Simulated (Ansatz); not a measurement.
Tetradymite Bi2Te3, treated with PBE-D3(BJ) in Ansatz (PAW).

Numerical settings: plane-wave cutoff 500 eV, 10×10×10 k mesh, Fermi–Dirac smearing 0.05 eV, scalar-relativistic PAW data made under PBE.

Computed at the level's own relaxed cell.

Problem. What does this level give for the equilibrium volume per atom, lattice constant a and lattice parameter c?

Solution. 
- equilibrium volume per atom = 33.67 Å³/atom
- lattice constant a = 4.387 Å
- lattice parameter c = 30.306 Å

Measured, for comparison: lattice constant a 4.386 Å, lattice parameter c 30.497 Å (temperature not stated, not corrected to a static lattice; as tabulated in Luo et al. (2012), arXiv:1308.1523). Computed (rounded) less measured: lattice constant a 0.0 %, lattice parameter c -0.6 %. A static lattice is as a rule a little smaller and stiffer than an uncorrected measurement, which narrows the difference in the lattice parameter c and would widen misses of the other sign.

Spin–orbit coupling is not included; it can shift volumes and moduli of such heavy elements.

The computed numbers hold no vibrational or temperature effects.

Ansatz is a first-principles code.
